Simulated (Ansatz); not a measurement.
# Worked example: the enthalpy of formation of NO2F (nitryl fluoride)

NO2F: 4 atoms, total charge 0, spin state singlet. As SMILES, `O=[N+]([O-])F`. Geometry: relaxed at PBE0-D4/def2-TZVP.

Total energies at B2PLYP/cc-pVTZ, 4 core orbitals frozen (Ansatz 0.2.0); the atoms run unrestricted:

```
species    state  energy (Eh)
   NO2F  singlet  -304.829991
      O  triplet   -75.048047
      N  quartet   -54.567403
      F  doublet   -99.712143
```

Harmonic wavenumbers at PBE0-D4/def2-TZVP, in cm⁻¹: 597, 621, 796, 867, 1412, 1924.

Measured heats of formation of the gaseous atoms at 298.15 K, in kJ/mol: O 249.2, N 472.4, F 79.4. Spin-orbit lowering of the atoms at 298 K (mean of the ground term's levels less their thermal mean, from spectra), in kJ/mol: O 0.40, F 1.29. Take 1 Eh = 2625.50 kJ/mol, 1 cm⁻¹ = 0.0119627 kJ/mol, RT = 2.479 kJ/mol.

Task: What heat of formation follows?

Result: 
1. Electronic atomisation energy: 2 × (-75.048047) + (-54.567403) + (-99.712143) − (-304.829991) = 0.454351 Eh = 1192.9 kJ/mol.
2. Zero-point energy: half the sum of the wavenumbers, 3108.5 cm⁻¹ = 37.2 kJ/mol.
3. Thermal vibrational enthalpy, Σ hcν̃/(exp(hcν̃/kT) − 1): 1.2 kJ/mol. Translation, rotation and pV of a non-linear molecule: 4 RT = 9.9 kJ/mol.
4. The 4 free atoms carry 5/2 RT each: 24.8 kJ/mol.
5. Spin-orbit coupling lowers the free atoms by 2 × 0.40 + 1.29 = 2.1 kJ/mol.
6. Atomisation enthalpy at 298 K: 1192.9 − 2.1 − 37.2 − 1.2 − 9.9 + 24.8 = 1167.3 kJ/mol.
7. Sum of the atoms' heats of formation: 1050.2 kJ/mol. Heat of formation: 1050.2 − 1167.3 = -117.1 kJ/mol.

The tabulated value is -108.8 kJ/mol (NIST-JANAF tables), so this level is off by -8.3 kJ/mol, or 0.7 % of the atomisation enthalpy that the table implies (1159.0 kJ/mol). Anharmonicity and any spin-orbit splitting of the molecule are left out, and cores are frozen in the wave-function part.
